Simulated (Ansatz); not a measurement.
Total energies of H$_{3}$O$_{2}$Si, SMILES `[O][SiH2]O` radical.

Cartesian coordinates in Å:
```
O -0.6915 0.1897 -1.5965
Si -0.2729 0.2557 -0.0045
O 0.5249 -1.0282 0.6114
H 0.5701 1.4886 -0.0547
H -1.4823 0.3929 0.8353
H 1.3517 -1.2987 0.2090
```

Total charge 0; spin multiplicity 2. All single points use the PBE0-D4/def2-TZVP geometry. It is one conformer, not always the lowest. Basis def2-TZVPP, the Gaussian-basis code of Ansatz.

RPA on PBE orbitals: Hartree–Fock energy of these orbitals -440.46146 Eh, correlation -0.93573 Eh (frozen core).

```
 functional                                       kind  energy without D4 (Eh)  D4 term (kJ/mol)
LDA (SPW92)                                        LDA              -439.56643                 –
        PBE                                        GGA              -441.51426              -7.7
     r2SCAN                                   meta-GGA              -441.73014              -1.7
     B97M-V                         meta-GGA with VV10              -441.70713                 –
       PBE0         global hybrid, 25 % exact exchange              -441.54178              -6.4
      B3LYP                        global hybrid, 20 %              -441.85299             -12.5
    r2SCAN0                      meta-GGA hybrid, 25 %              -441.70412              -2.0
      BHLYP                        global hybrid, 50 %              -441.76308              -9.1
    ωB97M-V  range-separated hybrid meta-GGA with VV10              -441.75890                 –
     B2PLYP                              double hybrid              -441.61098                 –
```

(1) Give the same for revPBE, BLYP, r2SCANh, HSE06 (plane-wave form), CAM-B3LYP, LC-ωPBE, ωB97X-V, PBE-QIDH. (Estimate.)

B3LYP takes the VWN-RPA correlation (the form of Gaussian; ORCA's B3LYP/G). HSE06 is the plane-wave form, built on full-range PBE exchange. The double hybrids freeze the cores in their second-order part.

Answers

(1) Computed: 
```
             functional                                  kind  energy without D4 (Eh)  D4 term (kJ/mol)
                 revPBE                                   GGA              -441.71497             -25.5
                   BLYP                                   GGA              -441.80562             -17.5
                r2SCANh                 meta-GGA hybrid, 10 %              -441.71919              -1.8
HSE06 (plane-wave form)                       screened hybrid              -441.52845              -5.9
              CAM-B3LYP                range-separated hybrid              -441.78996              -6.3
                LC-ωPBE           long-range corrected hybrid              -441.64586                 –
                ωB97X-V  range-separated hybrid GGA with VV10              -441.72657                 –
               PBE-QIDH                         double hybrid              -441.43582                 –
```

LC-ωPBE has ω = 0.4 bohr⁻¹.
